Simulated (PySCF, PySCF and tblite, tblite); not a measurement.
**C5H8O: a path driven as ring inversion, and NMR exchange**

How fast is ring inversion in C5H8O (`C1=CCOCC1`), and when do the exchanging lines merge?

Programs: PySCF 2.14.0 with density-fitted response routines of our own, and tblite 0.8.0. All values are computed, except where a source is named. Atoms count from 0 throughout.

### Step 1. The starting structure

14 atoms, charge 0, multiplicity 1; geometry from: force field or distance geometry start.

Bonds of the start (Å): C0–C1 1.33, C0–C5 1.51, C0–H6 1.09, C1–C2 1.50, C1–H7 1.10, C2–H8 1.09, C2–H9 1.10, C2–O3 1.45, C4–C5 1.53, C4–H10 1.10, C4–H11 1.09, C5–H12 1.10, C5–H13 1.10, O3–C4 1.43.

### Step 2. GFN2-xTB relaxation, start minimum

What the job is given:

```
{"job": {"xc": "GFN2-xTB", "basis": "xTB", "kind": "relax"}, "charge": 0, "multiplicity": 1}
C      0.442500     1.222200     0.330900
C      1.340600     0.245600     0.336300
C      1.052300    -1.153800    -0.130500
O     -0.178100    -1.209900    -0.889100
C     -1.247700    -0.543800    -0.207200
C     -0.968900     0.959300    -0.146600
H      0.692300     2.230600     0.654700
H      2.357600     0.440200     0.709800
H      1.850200    -1.496700    -0.793400
H      0.981200    -1.842100     0.718800
H     -2.168800    -0.722700    -0.783400
H     -1.389800    -0.976900     0.786100
H     -1.693900     1.440300     0.532400
H     -1.070100     1.407300    -1.141000
```

Run with:

```sh
$ OMP_NUM_THREADS=1 python ens_run.py task.json out
```

One launch serves the whole session.

Standard output:

```text
step      E/eV     max force
  0    -512.12000    1.168
  1    -512.15999    0.355
  2    -512.17096    0.307
  3    -512.17986    0.256
  4    -512.18477    0.213
  5    -512.18756    0.137
  6    -512.18961    0.114
  7    -512.19112    0.069
  8    -512.19161    0.047
  9    -512.19186    0.036
 10    -512.19206    0.043
 11    -512.19228    0.039
 12    -512.19246    0.033
 13    -512.19260    0.027
 14    -512.19270    0.023
 15    -512.19275    0.016
 16    -512.19279    0.013
 17    -512.19282    0.014
 18    -512.19285    0.014
 19    -512.19288    0.014
 20    -512.19290    0.013
 21    -512.19293    0.012
 22    -512.19296    0.018
 23    -512.19300    0.023
 24    -512.19305    0.023
 25    -512.19312    0.024
 26    -512.19321    0.025
 27    -512.19331    0.028
 28    -512.19341    0.025
 29    -512.19349    0.022
 30    -512.19355    0.020
 31    -512.19360    0.018
 32    -512.19365    0.016
 33    -512.19368    0.012
 34    -512.19369    0.009
 35    -512.19370    0.008
 36    -512.19371    0.009
 37    -512.19372    0.009
 38    -512.19373    0.010
 39    -512.19374    0.009
 40    -512.19375    0.008
 41    -512.19375    0.007
 42    -512.19376    0.006
 43    -512.19376    0.006
 44    -512.19377    0.005
 45    -512.19377    0.004
 46    -512.19377    0.004
 47    -512.19377    0.002
```

Wall time 0.19 s (1 thread of Intel Xeon Platinum 8559C, shared host).

Gain 0.074 eV; displacement 0.05 Å root mean square.

### Step 3. Relaxed scan, ring torsion 5 driven

What the job is given:

```
{"job": {"xc": "GFN2-xTB", "basis": "xTB", "coordinate": [["t", [4, 5, 0, 1], 1.0]], "kind": "drive"}, "charge": 0, "multiplicity": 1}
C      0.429452     1.209519     0.346594
C      1.333926     0.244423     0.351557
C      1.028099    -1.135836    -0.149187
O     -0.187471    -1.224529    -0.856619
C     -1.230135    -0.536052    -0.205702
C     -0.960257     0.969820    -0.160100
H      0.663501     2.204240     0.697607
H      2.334980     0.395636     0.726288
H      1.802674    -1.470151    -0.845625
H      1.018677    -1.833484     0.709147
H     -2.135560    -0.759392    -0.773823
H     -1.348886    -0.918324     0.820105
H     -1.693320     1.461437     0.482300
H     -1.056358     1.392220    -1.164707
```

Standard output:

```text
point  coordinate     E/eV
  0      9.100     -512.18363
  1      0.500     -512.15676
  2     -8.200     -512.11840
  3    -17.000     -512.07521
```

Run time: 0.54 s. Hardware: 1 thread of Intel Xeon Platinum 8559C, shared host.

The highest point is number 3, 2.5 kcal/mol above the first.

### Step 4. Relaxed scan, ring torsion 3 driven

What the job is given:

```
{"job": {"xc": "GFN2-xTB", "basis": "xTB", "coordinate": [["t", [2, 3, 4, 5], 1.0]], "kind": "drive"}, "charge": 0, "multiplicity": 1}
C      0.431317     1.210130     0.335772
C      1.335328     0.244725     0.345767
C      1.029433    -1.137439    -0.149420
O     -0.185687    -1.228771    -0.857236
C     -1.228537    -0.537442    -0.209618
C     -0.958324     0.968631    -0.170189
H      0.665521     2.206092     0.683002
H      2.335939     0.396958     0.721168
H      1.804301    -1.475139    -0.843874
H      1.019265    -1.831208     0.712020
H     -2.133799    -0.762909    -0.777186
H     -1.348020    -0.915630     0.817647
H     -1.691024     1.463275     0.470397
H     -1.054296     1.386730    -1.176631
```

Standard output:

```text
point  coordinate     E/eV
  0     51.300     -512.14445
  1     36.600     -512.06558
  2     21.800     -512.03701
  3      7.300     -512.02713
  4     -7.100     -512.02200
  5    -21.600     -512.01668
  6    -36.300     -512.02207
  7    -51.300     -512.14490
  8    -64.900     -512.19221
```

Wall time 1.3 s (1 thread of Intel Xeon Platinum 8559C, shared host).

The highest point is number 5, 2.9 kcal/mol above the first.

### Step 5. Nudged elastic band, leg 1

What the job is given:

```
{"job": {"xc": "GFN2-xTB", "basis": "xTB", "kind": "neb"}, "charge": 0, "multiplicity": 1}
C      0.429452     1.209519     0.346594
C      1.333926     0.244423     0.351557
C      1.028099    -1.135836    -0.149187
O     -0.187471    -1.224529    -0.856619
C     -1.230135    -0.536052    -0.205702
C     -0.960257     0.969820    -0.160100
H      0.663501     2.204240     0.697607
H      2.334980     0.395636     0.726288
H      1.802674    -1.470151    -0.845625
H      1.018677    -1.833484     0.709147
H     -2.135560    -0.759392    -0.773823
H     -1.348886    -0.918324     0.820105
H     -1.693320     1.461437     0.482300
H     -1.056358     1.392220    -1.164707
```

Standard output:

```text
image   E - E0 / eV
  0       0.0000
  1       0.0930
  2       0.0048
  3       0.1519
  4       0.1832
  5       0.0970
  6       0.0000
```

Run time: 1.2 s. Hardware: 1 thread of Intel Xeon Platinum 8559C, shared host.

The highest point is number 4, 4.2 kcal/mol above the first.

### Step 6. Saddle search, leg 1

What the job is given:

```
{"job": {"xc": "GFN2-xTB", "basis": "xTB", "kind": "saddle"}, "charge": 0, "multiplicity": 1}
C      0.463695     1.175797     0.471680
C      1.396850     0.236659     0.436989
C      1.005751    -1.072936    -0.180128
O     -0.266872    -1.447356     0.320578
C     -1.291648    -0.557486    -0.057003
C     -0.836392     0.913495    -0.222407
H      0.607035     2.129407     0.955180
H      2.365567     0.338488     0.898043
H      0.962165    -0.993995    -1.279877
H      1.688537    -1.878850     0.090049
H     -1.737003    -0.902478    -1.004365
H     -2.050411    -0.635877     0.726819
H     -1.617755     1.583624     0.133786
H     -0.689520     1.111508    -1.289345
```

Standard output:

```text
step      E/eV     max force
  0    -512.01053   0.0456
  1    -512.01485   0.1122
  2    -512.01397   0.0319
  3    -512.01581   0.0435
  4    -512.01581   0.0377
  5    -512.01585   0.0050
  6    -512.01585   0.0000
lowest wavenumbers (cm-1): -87.9 215.7 392.3 468.3 520.4 732.2
```

Wall time 1.5 s (1 thread of Intel Xeon Platinum 8559C, shared host).

Point group C1; 1 imaginary mode, 88i cm⁻¹, carried by C4, H10, H11, C5. Steps downhill from it reached both ends.

### Step 7. DFT refinement, start: PBE0-D3(BJ)/def2-SVP

What the job is given:

```
{"job": {"xc": "PBE0", "basis": "def2-SVP", "kind": "refine"}, "charge": 0, "multiplicity": 1}
C      0.429452     1.209519     0.346594
C      1.333926     0.244423     0.351557
C      1.028099    -1.135836    -0.149187
O     -0.187471    -1.224529    -0.856619
C     -1.230135    -0.536052    -0.205702
C     -0.960257     0.969820    -0.160100
H      0.663501     2.204240     0.697607
H      2.334980     0.395636     0.726288
H      1.802674    -1.470151    -0.845625
H      1.018677    -1.833484     0.709147
H     -2.135560    -0.759392    -0.773823
H     -1.348886    -0.918324     0.820105
H     -1.693320     1.461437     0.482300
H     -1.056358     1.392220    -1.164707
```

Standard output:

```text
step      E/eV     max force
  0     -7347.99051   0.7814
  1     -7348.02481   0.1383
  2     -7348.02551   0.0103
```

Run time: 27 s. Hardware: 1 thread of Intel Xeon Platinum 8559C, shared host; peak memory 0.56 GiB.

Gain 0.035 eV; displacement 0.02 Å root mean square.

DFT refinement, saddle of leg 1: PBE0-D3(BJ)/def2-SVP:

What the job is given:

```
{"job": {"xc": "PBE0", "basis": "def2-SVP", "kind": "refine"}, "charge": 0, "multiplicity": 1}
C      0.460391     1.175050     0.463778
C      1.389756     0.232643     0.439157
C      1.017696    -1.080925    -0.180564
O     -0.272134    -1.465046     0.259304
C     -1.297573    -0.552952    -0.065816
C     -0.844239     0.916986    -0.222248
H      0.611139     2.132899     0.937104
H      2.358611     0.342691     0.897735
H      1.039759    -1.012858    -1.281842
H      1.684412    -1.884704     0.134817
H     -1.790266    -0.878570    -0.995905
H     -2.021472    -0.636813     0.750051
H     -1.623298     1.580674     0.152324
H     -0.712783     1.130924    -1.287893
```

Standard output:

```text
step      E/eV     max force
  0     -7347.71250   0.6943
  1     -7347.74982   0.2343
  2     -7347.75159   0.1504
  3     -7347.75162   0.0557
  4     -7347.75146   0.0585
  5     -7347.75153   0.0059
```

Wall time 51 s (1 thread of Intel Xeon Platinum 8559C, shared host); peak memory 0.56 GiB.

Relaxing gained 0.039 eV and moved the atoms by 0.06 Å on average (rms).

### Step 8. Shieldings, start: PBE0/pcSseg-1

What the job is given:

```
{"job": {"kind": "nmr", "xc": "PBE0", "basis": "pcSseg-1", "pop": false}, "charge": 0, "multiplicity": 1}
C      0.428258     1.213120     0.335351
C      1.335005     0.232298     0.361977
C      1.027256    -1.140933    -0.152881
O     -0.185255    -1.215737    -0.848335
C     -1.230216    -0.532132    -0.206799
C     -0.961854     0.964974    -0.168726
H      0.689093     2.214977     0.691114
H      2.338796     0.402526     0.764711
H      1.813493    -1.466774    -0.854411
H      1.044993    -1.865737     0.692361
H     -2.149152    -0.763550    -0.764982
H     -1.361938    -0.909673     0.828670
H     -1.703393     1.465999     0.476662
H     -1.085764     1.400169    -1.176880
```

Standard output:

```text
coarse grid: 11480 points
cycle   1  E = -270.0793288966  dE =  8.177e-01  |g| = 5.512e-01  |ddm| = 3.273e+00
cycle   2  E = -270.0313883255  dE =  4.794e-02  |g| = 7.654e-01  |ddm| = 1.186e+00
cycle   3  E = -270.1400787826  dE = -1.087e-01  |g| = 7.916e-02  |ddm| = 7.659e-01
cycle   4  E = -270.1410945549  dE = -1.016e-03  |g| = 3.242e-02  |ddm| = 7.522e-02
cycle   5  E = -270.1413342968  dE = -2.397e-04  |g| = 8.287e-03  |ddm| = 3.074e-02
cycle   6  E = -270.1413455332  dE = -1.124e-05  |g| = 4.339e-03  |ddm| = 9.435e-03
cycle   7  E = -270.1413503216  dE = -4.788e-06  |g| = 3.098e-04  |ddm| = 3.767e-03
final grid: 110224 points
cycle   8  E = -270.1880319724  dE = -2.251e-05  |g| = 1.087e-02  |ddm| = 2.510e-02
cycle   9  E = -270.1880101826  dE =  2.179e-05  |g| = 1.554e-02  |ddm| = 1.686e-02
cycle  10  E = -270.1880550105  dE = -4.483e-05  |g| = 1.094e-03  |ddm| = 1.034e-02
cycle  11  E = -270.1880552757  dE = -2.652e-07  |g| = 1.499e-04  |ddm| = 1.164e-03
cycle  12  E = -270.1880552798  dE = -4.154e-09  |g| = 4.439e-05  |ddm| = 1.628e-04
cycle  13  E = -270.1880552800  dE = -2.275e-10  |g| = 3.179e-05  |ddm| = 6.242e-05
cycle  14  E = -270.1880552803  dE = -2.549e-10  |g| = 3.822e-06  |ddm| = 2.779e-05
converged SCF energy = -270.1880552803

GIAO shielding tensors (ppm)
atom      isotropic    diamagn.    paramagn.     s11        s22        s33       span
  0 C       51.327     253.826    -202.499    -63.813     53.755    164.039    227.852
  1 C       48.015     257.571    -209.556    -71.074     59.354    155.764    226.838
  2 C      117.091     241.596    -124.504     92.082    107.518    151.674     59.592
  3 O      305.452     395.335     -89.883    256.181    312.682    347.493     91.312
  4 C      119.901     244.374    -124.474     96.193    106.145    157.363     61.170
  5 C      156.434     248.114     -91.680    143.347    157.539    168.416     25.069
  6 H       25.253      30.298      -5.045     23.469     25.323     26.966      3.497
  7 H       25.457      30.417      -4.960     24.586     24.745     27.041      2.455
  8 H       27.132      27.721      -0.589     23.129     25.773     32.495      9.366
  9 H       27.174      28.145      -0.972     22.930     26.231     32.360      9.431
 10 H       27.455      28.609      -1.154     23.130     26.773     32.462      9.332
 11 H       27.940      29.816      -1.875     23.404     27.419     32.999      9.595
 12 H       29.737      29.453       0.284     26.051     27.369     35.789      9.738
 13 H       28.889      29.118      -0.229     25.672     26.608     34.387      8.715
```

Wall time 13 s (1 thread of Intel Xeon Platinum 8559C, shared host); peak memory 0.73 GiB.

This run: HOMO -7.08 eV, LUMO 0.45 eV; dipole 1.24 D.

### Step 9. Shieldings, saddle of leg 1: PBE0/pcSseg-1

What the job is given:

```
{"job": {"kind": "nmr", "xc": "PBE0", "basis": "pcSseg-1", "pop": false}, "charge": 0, "multiplicity": 1}
C      0.457632     1.177831     0.459496
C      1.392513     0.225203     0.433259
C      1.022053    -1.100735    -0.160911
O     -0.283564    -1.473728     0.197555
C     -1.307162    -0.556191    -0.086135
C     -0.860851     0.916268    -0.199624
H      0.647952     2.155296     0.912638
H      2.389927     0.377320     0.855360
H      1.139641    -1.074033    -1.267895
H      1.681399    -1.901412     0.205209
H     -1.830619    -0.848822    -1.017734
H     -2.034747    -0.656401     0.734915
H     -1.648587     1.572319     0.201017
H     -0.765587     1.187085    -1.267150
```

Standard output:

```text
coarse grid: 11480 points
cycle   1  E = -270.0676245606  dE =  8.007e-01  |g| = 5.558e-01  |ddm| = 3.259e+00
cycle   2  E = -270.0205647368  dE =  4.706e-02  |g| = 7.675e-01  |ddm| = 1.198e+00
cycle   3  E = -270.1288350124  dE = -1.083e-01  |g| = 7.847e-02  |ddm| = 7.761e-01
cycle   4  E = -270.1298574517  dE = -1.022e-03  |g| = 3.011e-02  |ddm| = 7.615e-02
cycle   5  E = -270.1300727125  dE = -2.153e-04  |g| = 5.877e-03  |ddm| = 2.991e-02
cycle   6  E = -270.1300798216  dE = -7.109e-06  |g| = 8.263e-04  |ddm| = 6.073e-03
final grid: 110224 points
cycle   7  E = -270.1777629988  dE = -2.336e-05  |g| = 1.088e-02  |ddm| = 2.437e-02
cycle   8  E = -270.1777415691  dE =  2.143e-05  |g| = 1.538e-02  |ddm| = 1.714e-02
cycle   9  E = -270.1777868371  dE = -4.527e-05  |g| = 1.222e-03  |ddm| = 1.052e-02
cycle  10  E = -270.1777871692  dE = -3.321e-07  |g| = 1.833e-04  |ddm| = 1.316e-03
cycle  11  E = -270.1777871747  dE = -5.570e-09  |g| = 8.437e-05  |ddm| = 2.036e-04
cycle  12  E = -270.1777871762  dE = -1.469e-09  |g| = 3.565e-05  |ddm| = 8.862e-05
cycle  13  E = -270.1777871765  dE = -3.108e-10  |g| = 3.924e-06  |ddm| = 3.277e-05
converged SCF energy = -270.1777871765

GIAO shielding tensors (ppm)
atom      isotropic    diamagn.    paramagn.     s11        s22        s33       span
  0 C       49.791     253.953    -204.163    -73.418     57.182    165.608    239.026
  1 C       43.300     256.772    -213.473    -80.043     52.189    157.753    237.795
  2 C      121.778     242.780    -121.003    101.339    106.508    157.486     56.147
  3 O      316.996     394.679     -77.683    237.714    327.124    386.149    148.435
  4 C      123.579     240.342    -116.762     99.542    105.598    165.597     66.055
  5 C      159.920     249.233     -89.313    150.100    158.676    170.985     20.885
  6 H       25.014      30.337      -5.323     23.063     25.164     26.816      3.753
  7 H       24.865      30.411      -5.545     23.772     24.218     26.605      2.833
  8 H       27.517      28.788      -1.271     23.720     25.581     33.249      9.528
  9 H       27.329      28.081      -0.752     22.937     26.038     33.014     10.077
 10 H       27.403      28.318      -0.915     22.164     27.120     32.924     10.760
 11 H       27.564      28.482      -0.918     22.365     26.852     33.474     11.109
 12 H       29.242      29.525      -0.283     25.204     27.391     35.130      9.926
 13 H       29.201      29.984      -0.783     25.026     26.841     35.735     10.709
```

Wall time 15 s (1 thread of Intel Xeon Platinum 8559C, shared host); peak memory 0.73 GiB.

Key values: HOMO -7.05 eV, LUMO 0.26 eV; dipole 1.46 D.

The fields below are evaluated on a grid from the run's orbitals.

Frontier orbitals at PBE0/pcSseg-1, with the share of their density that lies nearest to each atom:

| orbital | energy (eV) | lies on |
| --- | --- | --- |
| HOMO | -7.05 | O3 52 %; H10 10 %; C1 9 % |
| LUMO | 0.26 | C0, C1 about 30 % each; H6, H7, H13 about 8 % each |

ELF in a plane through or near 8 of the atoms.

Values, 10 rows by 14 columns:
```
0.00 0.00 0.00 0.00 0.00 0.00 0.00 0.00 0.00 0.00 0.00 0.00 0.00 0.00
0.00 0.00 0.00 0.00 0.00 0.00 0.01 0.04 0.00 0.00 0.00 0.00 0.00 0.00
0.00 0.00 0.00 0.00 0.00 0.01 0.94 1.00 0.79 0.01 0.01 0.00 0.00 0.00
0.00 0.00 0.06 0.96 0.94 0.23 0.55 0.66 0.42 0.38 0.97 0.90 0.01 0.00
0.00 0.00 0.19 0.98 0.99 0.45 0.88 0.48 0.58 0.30 0.98 0.87 0.02 0.00
0.00 0.00 0.00 0.02 0.29 0.89 0.74 0.04 0.78 0.84 0.13 0.01 0.00 0.00
0.00 0.00 0.00 0.16 0.82 0.82 0.62 0.74 0.66 0.90 1.00 0.97 0.02 0.00
0.00 0.00 0.00 0.09 0.58 0.24 0.12 0.78 0.26 0.05 0.69 0.18 0.00 0.00
0.00 0.00 0.00 0.00 0.00 0.00 0.00 0.01 0.00 0.00 0.00 0.00 0.00 0.00
0.00 0.00 0.00 0.00 0.00 0.00 0.00 0.00 0.00 0.00 0.00 0.00 0.00 0.00
```
The map spans 9.7 Å across and 10.0 Å up, centred on the molecule. Atoms in the plane (x, y in Å): C0 (0.1, 1.3), C1 (1.3, 0.7), C2 (1.3, -0.8), C4 (-1.1, -0.9), H6 (0.1, 2.4), H7 (2.3, 1.2), H9 (2.2, -1.3), H12 (-2.0, 1.1).

On the surface of density 0.002 e/bohr³ the electrostatic potential runs, from the 1st to the 99th percentile, from -1.58 V near O3 to 0.77 V near H7.

### Step 10. Barriers, rates and exchange

What the job is given:

```
{"job": {"smiles": "C1=CCOCC1", "charge": 0, "mult": 1, "motion": "ring", "what": "6-membered ring", "atoms": [0, 1, 2, 3, 4, 5], "ring": [0, 1, 2, 3, 4, 5], "study": "path", "level": {"kind": "nmr", "xc": "PBE0", "basis": "pcSseg-1"}, "fields": [90, 270, 500], "first": 4, "seed": 769, "refine": {"xc": "PBE0", "basis": "def2-SVP"}, "kind": "path"}, "charge": 0, "multiplicity": 1}
C      0.429452     1.209519     0.346594
C      1.333926     0.244423     0.351557
C      1.028099    -1.135836    -0.149187
O     -0.187471    -1.224529    -0.856619
C     -1.230135    -0.536052    -0.205702
C     -0.960257     0.969820    -0.160100
H      0.663501     2.204240     0.697607
H      2.334980     0.395636     0.726288
H      1.802674    -1.470151    -0.845625
H      1.018677    -1.833484     0.709147
H     -2.135560    -0.759392    -0.773823
H     -1.348886    -0.918324     0.820105
H     -1.693320     1.461437     0.482300
H     -1.056358     1.392220    -1.164707
```

Standard output:

```text
stationary points (kcal/mol above the start)
  n  kind          group   xTB      DFT    lowest mode
  0  minimum      C1       0.00     0.00     145.5
  1  saddle       C1       4.10     6.44     -87.9
  2  minimum      C1       0.00     0.00     145.8

GFN2-xTB energies: T/K, barrier G, reaction G (kcal/mol), k forward, k back (1/s)
 150.00     3.99     0.00   9.52e+06   9.55e+06
 200.00     4.06     0.00   3.08e+08   3.09e+08
 250.00     4.14     0.00   2.51e+09   2.52e+09
 298.15     4.23     0.00   9.79e+09   9.82e+09
 350.00     4.35     0.00    2.8e+10   2.81e+10
 400.00     4.48     0.00   5.97e+10   5.99e+10
 500.00     4.76     0.00   1.73e+11   1.74e+11

PBE0-D3(BJ)/def2-SVP energies: T/K, barrier G, reaction G (kcal/mol), k forward, k back (1/s)
 150.00     6.21     0.00   5.64e+03   5.66e+03
 200.00     6.27     0.00   1.17e+06   1.17e+06
 250.00     6.35     0.00    2.9e+07   2.91e+07
 298.15     6.45     0.00   2.33e+08   2.33e+08
 350.00     6.57     0.00   1.16e+09   1.16e+09
 400.00     6.69     0.00   3.68e+09   3.69e+09
 500.00     6.98     0.00   1.86e+10   1.87e+10

PBE0/pcSseg-1 + D3(BJ) energies: T/K, barrier G, reaction G (kcal/mol), k forward, k back (1/s)
 150.00     6.33     0.00   3.69e+03    3.7e+03
 200.00     6.40     0.00    8.5e+05   8.53e+05
 250.00     6.48     0.00   2.25e+07   2.26e+07
 298.15     6.58     0.00   1.88e+08   1.89e+08
 350.00     6.69     0.00   9.66e+08   9.69e+08
 400.00     6.82     0.00   3.14e+09   3.15e+09
 500.00     7.10     0.00   1.64e+10   1.64e+10
```

Wall time 1.9 min (1 thread of Intel Xeon Platinum 8559C, shared host); peak memory 0.73 GiB. This counts the whole study up to here.

Barriers by level (kcal/mol; entropies in cal/(mol K)). Zero-point and thermal terms come from xTB in every row. ΔG‡ leaves symmetry out; the rate counts equivalent paths (a factor of 2); effective ΔG‡, where given, is the barrier that would give that rate by Eyring's equation alone:

```
                 level   ΔE‡  with zero-point   ΔH‡   ΔS‡  ΔG‡ (298 K)  ΔE of reaction  k at 298 K (1/s)  effective ΔG‡
              GFN2-xTB  4.10             3.92  3.56  -2.3         4.23            0.00           9.8e+09           3.82
  PBE0-D3(BJ)/def2-SVP  6.32             6.14  5.78  -2.3         6.45            0.00           2.3e+08           6.04
PBE0/pcSseg-1 + D3(BJ)  6.44             6.26  5.90  -2.3         6.58            0.00           1.9e+08           6.16
```

Sites that the driver pairs across this motion, and where their lines would merge (no couplings; faster rotations, inversion at nitrogen or exchange between molecules can average them sooner):

```csv
nucleus,sites: shielding (ppm),proton frequency (MHz),spread (Hz),coalescence (K),lines at 298 K
$^{1}$H,H12: 29.74; H13: 28.89,90,76,131,1
$^{1}$H,H12: 29.74; H13: 28.89,270,229,138,1
$^{1}$H,H12: 29.74; H13: 28.89,500,424,141,1
$^{1}$H,H10: 27.45; H11: 27.94,90,44,128,1
$^{1}$H,H10: 27.45; H11: 27.94,270,131,134,1
$^{1}$H,H10: 27.45; H11: 27.94,500,243,138,1
$^{1}$H,H8: 27.13; H9: 27.17,90,4,116,1
$^{1}$H,H8: 27.13; H9: 27.17,270,11,122,1
$^{1}$H,H8: 27.13; H9: 27.17,500,21,125,1
```

### Step 11. What came out

```
                        quantity                              value
barrier (PBE0/pcSseg-1 + D3(BJ))   ΔE‡ 6.4, ΔG‡(298 K) 6.6 kcal/mol
              barrier (GFN2-xTB)                   ΔE‡ 4.1 kcal/mol
                   rate at 298 K                        1.9e+08 s⁻¹
                 end of the path  the start, renumbered or mirrored
      coalescence of $^{1}$H H12                   141 K at 500 MHz
```

In words: DFT puts the top 6.4 kcal/mol above the start (xTB: 4.1); the rate from the DFT barrier is 1.9e+08 s⁻¹ at 298 K. An error of 1.4 kcal/mol changes that rate tenfold. The $^{1}$H lines of H12 and its partners, 424 Hz apart at 500 MHz, merge at 141 K, so by this path alone the exchange at 298 K is fast for them; other paths were not followed.
